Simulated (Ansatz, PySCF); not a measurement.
Molecule: CHO, net charge 0, doublet state. It need not be the lowest isomer of its formula. SMILES: [CH]=O
Coordinates optimised at B3LYP-D3(BJ)/def2-TZVP (Ansatz, a quantum-chemistry and plane-wave program):
```xyz
3

C      0.0497     0.5837    -0.0011
O      0.0741    -0.5878    -0.0009
H     -0.8911     1.2003     0.0145
```
Charge 0, spin multiplicity 2.


Quantity: enthalpy of formation at 298 K (from the atomisation energy, B3LYP-D3(BJ)/def2-TZVP harmonic zero-point and thermal terms from PySCF, and the atoms' enthalpies of formation in the G2/97 table; no spin-orbit terms, and no core term in the frozen-core levels), in kcal/mol. Cores are frozen in the correlated levels unless marked. Open shells are spin-unrestricted. Spin-orbit coupling is left out. Non-relativistic. The coupled-cluster limit lacks core correlation, which all-electron functionals hold. CBS marks a two-point X^-3 extrapolation of the correlation energy; Hartree-Fock from the larger set.

Measured: 10.0 kcal/mol (G2/97 table in ASE (Curtiss et al.)); it holds spin-orbit and relativistic effects, which these rows lack, and core correlation, which the frozen-core levels lack. This is an older compilation, not checked against later work.

| level | program | enthalpy of formation at 298 K (kcal/mol) | error against measurement |
|---|---|---|---|
| PBE/def2-TZVPD | Ansatz | -5.9 | -15.9 |
| BP86-D4/def2-TZVPD | PySCF + dftd4 | -7.0 | -17.0 |
| MP2/aug-cc-pVQZ | Ansatz | 2.0 | -8.0 |
| RI-MP2/aug-cc-pVTZ | Ansatz | 6.6 | -3.4 |
| SCS-MP2/6-31G | Ansatz | 65.3 | 55.3 |
| CCSD(T) with core electrons/cc-pwCVTZ | Ansatz | 17.6 | 7.6 |
| CCSD(T)/CBS(aug-cc-pVTZ,aug-cc-pVQZ) | Ansatz | 10.7 | 0.7 |
